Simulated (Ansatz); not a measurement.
Abridged output of a molecular run in Ansatz:

```
Functional definition: HF
1378 factors; integrals over basis functions are off by at most 7.8e-4 eV
mean field evaluation 1: about -10570.5435 eV, gradient 4.3e1 eV
mean field evaluation 2: about -10570.8429 eV, gradient 4.3e1 eV
mean field evaluation 4: about -10574.7455 eV, gradient 5.0e0 eV
mean field evaluation 8: about -10574.8485 eV, gradient 6.5e-1 eV
mean field evaluation 16: about -10574.8517 eV, gradient 2.4e-6 eV
mean field -10574.85166597 eV, -388.6186308326 hartree, gradient 2.4e-6 eV, S^2 0.000000; 0 other end points of the search recorded, 0 dependent functions left out; unrestricted orbitals would lower it
6 core orbitals not correlated: weight in the atoms' cores, before any rotation towards them, 1.000 or more for the frozen orbitals, at most 0.000 for the correlated occupied ones
reference -10574.85166597 eV, -388.6186308326 hartree; 17, 17 occupied and 191, 191 virtual orbitals, 1378 factors
second order -32.13966598 eV of doubles, -0.00000000 eV of singles
cycle   1  -31.57217048 eV  change    5.7e-1 eV  update   1.3e-1
cycle   2  -32.33429636 eV  change   -7.6e-1 eV  update   4.4e-2
cycle   3  -32.54079009 eV  change   -2.1e-1 eV  update   2.2e-2
cycle   4  -32.51894904 eV  change    2.2e-2 eV  update   6.0e-3
cycle   5  -32.51349414 eV  change    5.5e-3 eV  update   2.8e-3
cycle   6  -32.51619022 eV  change   -2.7e-3 eV  update   1.1e-3
cycle   7  -32.51637390 eV  change   -1.8e-4 eV  update   4.5e-4
cycle   8  -32.51599224 eV  change    3.8e-4 eV  update   2.2e-4
cycle   9  -32.51603546 eV  change   -4.3e-5 eV  update   7.1e-5
cycle  10  -32.51614037 eV  change   -1.0e-4 eV  update   3.5e-5
cycle  11  -32.51607710 eV  change    6.3e-5 eV  update   1.3e-5
cycle  12  -32.51609326 eV  change   -1.6e-5 eV  update   6.5e-6
perturbative correction -1.31596255 eV, -0.0483607318 hartree
Total energy: -10608.68372178 eV, -389.8619359513 hartree
```

Its atoms:

```xyz
8

O     0.2513    0.3261   -1.9551
C     0.7553   -0.2307   -1.0149
C     0.2043   -0.2171    0.3471
F     0.9063   -0.8926    1.2569
C    -0.9183    0.4227    0.6622
F    -1.4080    0.4317    1.8850
H     1.6960   -0.8108   -1.1033
H    -1.4869    0.9706   -0.0779
```

Which basis set was used?
A. def2-SVP
B. def2-SVPD
C. def2-TZVPP
D. def2-TZVPPD

C. It gives 214 functions.

Write the keys of the input that set method, charge and spin (a neutral closed shell needs none for the last two).


```yaml
correlation: {method: ccsd_t}
```
